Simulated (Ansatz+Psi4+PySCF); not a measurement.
**triplet N2: levels of theory in one basis**

```xyz
2

N     0.0000    0.0000    0.0000
N     0.0000    0.0000    1.2900
```

Basis set: cc-pVTZ (spherical functions). Frozen core: 2 orbitals. Correlation on ROHF uses semicanonical orbitals with singles. Charge 0, multiplicity 3.

Computed with Ansatz (development build ahead of 0.2.0); each method stands on the lowest determinant of its kind that the runs found.

```tsv
method	E − E(ROHF) (eV)	<S²> of the determinant
ROHF	0.00	2.00
UHF	-0.43	2.36
UHF-MP2	-8.00	2.36
ROHF-CCSD	-9.39	–
UHF-CCSD	-9.36	2.36
ROHF-CCSD(T)	-9.90	–
UHF-CCSD(T)	-9.87	2.36
ROHF-CCSDT	-10.25	–
UHF-CCSDT	-10.24	2.36
```

Task: What does ROHF-MP2 give on the same scale?

Result: -8.77 eV.

Caution: another spin multiplicity may lie lower. Caution for UHF, UHF-MP2, UHF-CCSD, UHF-CCSD(T), UHF-CCSDT: the unrestricted determinant is spin contaminated; the determinant breaks the point group. Caution for ROHF-MP2, UHF-MP2, ROHF-CCSD, UHF-CCSD, ROHF-CCSD(T), UHF-CCSD(T): large amplitudes, a single reference is doubtful. Caution for ROHF-MP2, ROHF-CCSD, ROHF-CCSD(T), ROHF-CCSDT: a plain start can end on a higher determinant. Caution for UHF-MP2: another reference gives a lower total. Caution for ROHF-CCSD, ROHF-CCSD(T): the program doubts this total. Caution for ROHF-CCSDT, UHF-CCSDT: very large amplitudes, the method is breaking down; the amplitudes may be one of several solutions.
